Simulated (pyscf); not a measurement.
Optimised with ωB97X-D3(BJ)/def2-SVP in PySCF.

SMILES: C[CH2][Zr]([Cl])([Cl])[Cl]
```xyz
11

C     -0.9116     1.1983     0.5155
C      0.1625     0.5247    -0.3510
Zr     1.3637    -0.8456     0.8144
Cl    -0.1775    -2.3879     1.6494
Cl     2.8830    -1.7570    -0.7029
Cl     2.3465     0.5086     2.4428
H     -0.4630     1.7709     1.3439
H     -1.5278     1.9017    -0.0691
H     -1.5973     0.4572     0.9580
H     -0.2849    -0.0456    -1.1879
H      0.8473     1.2674    -0.8044
```
Charge 0, spin multiplicity 1.

Question: What is the homolytic dissociation enthalpy (298 K, ωB97M-D3(BJ)/def2-TZVP) of the C–C bond of H₃C–CH₂–Zr(Cl)(Cl)–Cl, to CH₃• + [H₂C–Zr(Cl)(Cl)–Cl]•?

Answer: C–C to CH₃• + [H₂C–Zr(Cl)(Cl)–Cl]•: 3.59 eV. The 7 functionals that were run give +3.25 (r²SCAN) to +3.65 eV (ωB97X-D3(BJ)). The radicals are drawn with the spin at the cut bond; how far it spreads was not checked. Other isomers of [H₂C–Zr(Cl)(Cl)–Cl]• were not searched in full and may lie lower. Open-shell species with a d-block atom are single-reference here; other states, and whether the spin sits on metal or ligand, were not checked. Elements past Kr carry the def2 core potentials, without spin-orbit coupling.
